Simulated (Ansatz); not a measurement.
Input file:

```yaml
crystal:
  periodic: [false, false, false]
  atoms:
    - {symbol: Ge, position_ang: [0.000000, 0.000000, 1.665367]}
    - {symbol: C, position_ang: [0.000000, 0.000000, -0.256233]}
    - {symbol: O, position_ang: [0.000000, 0.000000, -1.409133]}
basis:
  gaussian: {orbitals: cc-pVDZ}
total_charge: 1
magnetization: {spin_polarized: false, initial_magnetization: 1}
correlation: {method: sc_nevpt2, electrons: outside_noble_gas, active_space: {window: {electrons: 3, orbitals: 5}, states: [{multiplicity: 2, weights: [1, 1]}]}}
```

```sh
$ ansatz run in.yaml --threads 1 --pin off --events-out ev --progress --plain --max-ram 2393MiB
```

(1) Roughly how long does this take on 1 thread of Arm Neoverse V1, shared host, and how much host memory?

```
1001 factors; integrals over basis functions are off by at most 1.7e-7 eV
mean field evaluation 1: about -59523.8247 eV, gradient 5.4e1 eV
mean field evaluation 2: about -59523.8292 eV, gradient 5.4e1 eV
mean field evaluation 4: about -59531.5637 eV, gradient 6.6e0 eV
mean field evaluation 8: about -59531.7751 eV, gradient 3.9e-1 eV
mean field evaluation 16: about -59531.7777 eV, gradient 1.4e-1 eV
mean field evaluation 32: about -59522.2355 eV, gradient 6.7e1 eV
mean field -59531.77784879 eV, -2187.7524838547 hartree, gradient 1.7e-6 eV, S^2 0.750000; 3 other end points of the search recorded, 0 dependent functions left out
reference -59531.77784879 eV, -2187.7524838547 hartree; 23, 22 occupied and 32, 33 virtual orbitals, 1001 factors
state -59532.72902302 eV, -2187.7874388629 hartree
state -59532.54961898 eV, -2187.7808458862 hartree
state -59532.72902302 eV, -2187.7874388629 hartree; corrected -59541.32704437 eV, -2188.1034103197 hartree
state -59532.54961898 eV, -2187.7808458862 hartree; corrected -59541.30624475 eV, -2188.1026459478 hartree
state -59532.41663188 eV, -2187.7759587003 hartree
state -59532.40522612 eV, -2187.7755395462 hartree
state -59532.41663188 eV, -2187.7759587003 hartree; corrected -59541.35832083 eV, -2188.1045597083 hartree
state -59532.40522612 eV, -2187.7755395462 hartree; corrected -59541.32817768 eV, -2188.1034519679 hartree
state -59532.41663188 eV, -2187.7759587003 hartree; corrected -59541.35832083 eV, -2188.1045597083 hartree
state -59532.40522612 eV, -2187.7755395462 hartree; corrected -59541.32817768 eV, -2188.1034519679 hartree
WARN: the results are in doubt because another end's mean lies 0.228 eV lower, and its corrected mean 0.027 eV higher
Total energy: -59541.34324925 eV, -2188.1040058381 hartree
In doubt: another end's mean lies 0.228 eV lower, and its corrected mean 0.027 eV higher
```

The total printed last is the weighted mean of the 2 states, 0.015 eV above the lowest of them, and is no single state's energy.

Answers

(1) 23 s wall and 0.17 GiB.
